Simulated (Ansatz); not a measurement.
**Several solutions for doublet BO2**

```
atom   x (Å)   y (Å)    z (Å)
   O  0.0000  0.0000  -3.8100
   B  0.0000  0.0000   0.0000
   O  0.0000  0.0000   3.8100
```

Basis set: def2-SVP (spherical functions). Charge 0, multiplicity 2.

PBE0 (unrestricted) was run from several starts with Ansatz (development build ahead of 0.2.0).

```csv
run,program,start,converged,energy (hartree),<S²>
A,Ansatz,search for the lowest state,yes,-174.44296,2.69
B,Ansatz,stability test followed,yes,-174.39174,2.57
C,Ansatz,"atomic start, no search",yes,-174.39174,2.57
```

Q: Which runs reached the lowest solution of this kind, and what is wrong with the others?

A: A reached the lowest solution found. Converged but too high: B by 1.39 eV, C by 1.39 eV. Convergence only shows a stationary point, and even a stable one can lie too high; stability tests and further starts are what find lower ones. Caution: charge can spread falsely over distant fragments. Caution: the unrestricted determinant is a mixture of spin states. Caution: the determinant breaks the point group.
